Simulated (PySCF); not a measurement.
Ionisation energy of Ne by level of theory

Ne [Ne] (1S) → Ne⁺ [He] 2s2 2p5 (2P), as a difference of total energies. Calculation: PySCF 2.14, in aug-cc-pVDZ (4s3p2d, 23 functions); no relativity, point nucleus. Correlated levels: valence: 1s2 frozen. The calculations carry no spin-orbit coupling.

| method | ionisation energy (eV) | error (eV) |
| --- | --- | --- |
| UHF | 19.850 | -1.747 |
| PBE | 21.749 | +0.152 |
| M06-L | 21.664 | +0.067 |
| MP2 (valence) | 21.611 | +0.014 |
| SCS-MP2 (valence) | 21.466 | -0.131 |
| CCSD (valence) | 21.390 | -0.207 |
| CCSD(T) (valence) | 21.421 | -0.176 |

Reference: 21.597 eV (measured; NIST levels, between the centres of gravity of the two terms).

Errors of the correlated levels include the incompleteness of this basis and the frozen core.
